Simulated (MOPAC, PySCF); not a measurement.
Ligands exchanged one at a time, Si C2H5-H. Gas-phase values, no solvent. One relaxed conformer stands for each flexible species; it need not be the lowest. Strings in code marks are SMILES.

Quantity: redistribution energy (mixed species minus the weighted end members), in kcal/mol. Semi-empirical values (MOPAC) are differences of heats of formation.

Level 1: B3LYP/6-31G* // B3LYP-D3(BJ)/def2-SVP (PySCF)
Level 2: PBE/6-31G* // B3LYP-D3(BJ)/def2-SVP (PySCF)
Level 3: HF/STO-3G // B3LYP-D3(BJ)/def2-SVP (PySCF)
Level 4: AM1 // B3LYP-D3(BJ)/def2-SVP (MOPAC)

| species | level 1 | level 2 | level 3 | level 4 |
|---|---|---|---|---|
| 2 of 4 C2H5 replaced by H: `C(C)[SiH2]CC` (C–C–Si–C torsion 180°, C–Si–C–C torsion 180°) | -1.08 | -0.63 | 0.60 | -1.50 |
| 3 of 4 C2H5 replaced by H: `CC[SiH3]` | -0.63 | -0.38 | 0.52 | -0.97 |
| 1 of 4 C2H5 replaced by H: `CC[SiH](CC)CC` | -0.84 | -0.50 | 0.17 | -1.16 |
